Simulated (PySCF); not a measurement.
Relaxation of singlet ClF5

Level of theory: PBE0 in PySCF with Cl def2-SVP, F def2-SVP; no relativity; density-fitted integrals. A (50,194) grid was used.

A hand-made trigonal bipyramidal start, of D3h symmetry, held to at least that symmetry:

Coordinates in bohr (charge 0 multiplicity 1):
```
Cl    0.0000    0.0000    0.0000
F     0.0000    0.0000    3.0803
F     0.0000    0.0000   -3.0803
F     3.0802    0.0000    0.0000
F    -1.5401    2.6675    0.0000
F    -1.5401   -2.6676    0.0000
```

(1) What does it relax to?

(2) How much energy is released, and in how many steps?

## Answers

(1) It ends at D3h with Cl–F 1.724 Å (×2), Cl–F 1.766 Å (×3); F–Cl–F 90.0° (×6), F–Cl–F 120.0° (×3), F–Cl–F 180.0° (after a last refinement on a finer grid). A frequency run shows 2 imaginary modes (one degenerate set), down to 181i cm⁻¹, so it is a higher-order saddle point. Other isomers or separated fragments may lie lower.

(2) 104.8 kJ/mol in 3 steps.
